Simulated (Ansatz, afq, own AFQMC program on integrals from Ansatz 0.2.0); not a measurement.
## BSiH₂, doublet in cc-pVDZ, levels against CCSDT(Q)

```yaml
atoms:
  - { symbol: Si, position_ang: [0.0000, 0.0000, 0.6345] }
  - { symbol: B, position_ang: [0.0000, 0.0000, -1.2907] }
  - { symbol: H, position_ang: [0.0000, -1.0258, -1.9185] }
  - { symbol: H, position_ang: [0.0000, 1.0258, -1.9185] }
```

Connectivity, by distances: Si–BH2.

Basis cc-pVDZ. Noble-gas cores (and the filled d shells of Ga–Kr and In–Xe) are frozen. Integrals, coupled cluster, full CI and functionals: Ansatz 0.2.0; the random walks run on the same integrals in our own AFQMC program. ph-AFQMC/CISD is guided by a CISD state made of CCSD amplitudes; releasing the constraint for a short imaginary time cuts its bias at the price of noise, slowly where states lie close. Free AFQMC starts from the CCSD state and is never constrained. Its projection time is finite, and what remains of the start isn't in its error. Uncertainties: one standard error, sampling alone.

Determinant: ROHF, the one that the program's search chose, which needn't be the lowest solution. The geometry is a point of a scan.

No full CI on the walks' own integrals is used here; CCSDT(Q) serves as the reference and is uncertain by about the last step of the cluster series.

Cautions: the released energies are still falling, so no released level is given (meV from the phaseless value at times in 1/Eh: -4 ± 10 at 0.24, -5 ± 9 at 0.51, -8 ± 9 at 0.99, -30 ± 9 at 1.62, -38 ± 14 at 2.40), though the last usable value meets CCSDT(Q) within the noise.

```
T1 diagnostic                               : 0.0228
weight of the determinant in the CISD state : 0.875
size of the correlated space                : 9 electrons in 36 orbitals
```

Reference: CCSDT(Q), correlation energy -5.238 eV.

| level | E − E(reference) (kcal/mol) | share of correlation (%) |
| --- | --- | --- |
| HF | 120.79 | 0.00 |
| MP2 | 27.63 | 77.12 |
| CCSD | 4.29 | 96.45 |
| CCSD(T) | 0.92 | 99.23 |
| CCSDT | 0.17 | 99.86 |
| ph-AFQMC/HF | 0.90 ± 1.07 | 99.26 |
| ph-AFQMC/CISD | 0.34 ± 0.22 | 99.72 |
| free AFQMC | 0.02 ± 0.40 | 99.98 |

Free projections are given only where their last times agree within the noise and don't stop above the reference; a slow remainder of the start can still hide under it. A walk keeps the symmetry of its determinant, which the program's search chose and which needn't be the lowest solution, so a lower state of the same spin and another symmetry isn't excluded.
